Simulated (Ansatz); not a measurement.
Cost and result for the atomization energy of C₃H₅F₃, SMILES `CCC(F)(F)F` (11 atoms, 10 bonds).

Z-matrix (Å, degrees):
```
C
C 1 1.518
H 1 1.091 2 110.1
H 1 1.091 2 111.2 3 -119.7
H 1 1.091 2 111.2 3 119.7
C 2 1.504 1 113.0 3 179.9
H 2 1.092 1 111.4 3 59.9
H 2 1.092 1 111.4 3 -60.0
F 6 1.341 2 111.4 1 179.9
F 6 1.342 2 112.1 1 -60.3
F 6 1.342 2 112.1 1 60.0
```

Charge 0, multiplicity 1. All single points use the PBE0-D4/def2-TZVP geometry. Program: Ansatz. Hardware: A = 2 threads of an AMD EPYC 7R13 on a shared host; B = 2 threads of an AMD EPYC 7R13 on a shared host and a share of an NVIDIA H100 80 GB. Times are those of one run each, without the atoms' runs, and a repeat can differ threefold. Electronic energies, without spin–orbit coupling; frozen cores. CCSD(T)/CBS adds CCSD(T) − MP2 in def2-TZVPP to the MP2 limit, and its time is that of the two runs behind it. T1 = 0.011. B3LYP takes the VWN-RPA correlation (the form of Gaussian; ORCA's B3LYP/G).

CCSD(T)/CBS is a level of theory with its own doubt, some kJ/mol a heavy atom from the limit and from the frozen cores, so smaller differences don't rank the functionals.

```json
{"level": "LDA (SPW92)/def2-TZVPP [A]", "functions": "256", "wall time": "1.9 s", "atomization (kJ/mol)": "5172.5", "difference from CCSD(T)/CBS": "759.0", "per bond": "75.9"}
{"level": "BLYP-D4/def2-TZVPP [A]", "functions": "256", "wall time": "3.2 s", "atomization (kJ/mol)": "4407.2", "difference from CCSD(T)/CBS": "-6.3", "per bond": "-0.6"}
{"level": "revPBE-D4/def2-TZVPP [A]", "functions": "256", "wall time": "3.3 s", "atomization (kJ/mol)": "4411.1", "difference from CCSD(T)/CBS": "-2.4", "per bond": "-0.2"}
{"level": "PBE-D4/def2-TZVPP (with forces) [A]", "functions": "256", "wall time": "3.8 s", "atomization (kJ/mol)": "4548.7", "difference from CCSD(T)/CBS": "135.2", "per bond": "13.5"}
{"level": "MP2/def2-QZVPP [B]", "functions": "492", "wall time": "4 s", "atomization (kJ/mol)": "4483.6", "difference from CCSD(T)/CBS": "70.1", "per bond": "7.0"}
{"level": "BHLYP-D4/def2-TZVPP [A]", "functions": "256", "wall time": "4.1 s", "atomization (kJ/mol)": "4241.9", "difference from CCSD(T)/CBS": "-171.6", "per bond": "-17.2"}
{"level": "B3LYP-D4/def2-TZVPP (with forces) [A]", "functions": "256", "wall time": "6 s", "atomization (kJ/mol)": "4397.9", "difference from CCSD(T)/CBS": "-15.6", "per bond": "-1.6"}
{"level": "r2SCANh-D4/def2-TZVPP [A]", "functions": "256", "wall time": "6.5 s", "atomization (kJ/mol)": "4402.8", "difference from CCSD(T)/CBS": "-10.7", "per bond": "-1.1"}
{"level": "CCSD(T)/def2-TZVPP [B]", "functions": "256", "wall time": "7 s", "atomization (kJ/mol)": "4309.6", "difference from CCSD(T)/CBS": "-103.9", "per bond": "-10.4"}
{"level": "ωB97X-V/def2-TZVPP [A]", "functions": "256", "wall time": "9 s", "atomization (kJ/mol)": "4428.1", "difference from CCSD(T)/CBS": "14.6", "per bond": "1.5"}
{"level": "CCSD(T)/CBS(def2)", "functions": "–", "wall time": "11 s", "atomization (kJ/mol)": "4413.5", "difference from CCSD(T)/CBS": "0.0", "per bond": "0.0"}
{"level": "CCSD(T)/def2-SVP [A]", "functions": "109", "wall time": "12 s", "atomization (kJ/mol)": "4240.3", "difference from CCSD(T)/CBS": "-173.2", "per bond": "-17.3"}
{"level": "ωB97M-V/def2-TZVPP (with forces) [A]", "functions": "256", "wall time": "13 s", "atomization (kJ/mol)": "4431.8", "difference from CCSD(T)/CBS": "18.3", "per bond": "1.8"}
```

From r2SCAN to r2SCAN0 (25 % exact exchange), in def2-TZVPP and without D4, the atomization energy moves by −87.3 kJ/mol: exact exchange takes away binding that semilocal exchange gives to molecules. Leaving LDA and LC-ωPBE aside and taking each functional with its dispersion term where it has one, the values spread over 306.8 kJ/mol, from BHLYP-D4 to PBE-D4. LDA lies +641.1 kJ/mol from PBE without D4, its usual overbinding. At CCSD(T), def2-SVP lies −173.2 kJ/mol from the extrapolated value and def2-TZVPP −103.9 kJ/mol: correlation converges slowly with the basis, and small sets miss more of it in the bonded molecule than in its fragments.
